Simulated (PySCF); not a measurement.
Gas-phase reaction: 2 SiHF2 ⇌ SiH2F + SiF3

Energies from PySCF (xtb for GFN2), thermal terms from the rigid-rotor harmonic-oscillator model, ideal gas at 1 bar. † marks an energy on the PBE0/def2-TZVP geometry and frequencies; other levels use their own. MP2 freezes the core. Open shells (unrestricted): SiHF2 (multiplicity 2), SiH2F (multiplicity 2), SiF3 (multiplicity 2). GFN2 has no spin-polarisation term. SiHF2, SiH2F: computed as isolated molecules; such fragments, hydroxides, amides, oligomers or adducts are transient or little studied in the gas. MP2 isn't extrapolated to the basis-set limit.

GFN2-xTB gives ΔH°(298 K) = 37 kJ.

Question: What do M06-2X/def2-TZVP†, MP2/def2-SVP†, PBE/def2-SVP give?

Answer: M06-2X/def2-TZVP†: -3 kJ; MP2/def2-SVP†: -5 kJ; PBE/def2-SVP: 2 kJ. For scale, ΔH°(298 K) is 37 kJ at this level, 1 kJ at ωB97M-V/def2-TZVP†, and runs from -6 to 37 kJ over the 20 levels computed († marks an energy on the PBE0/def2-TZVP geometry).
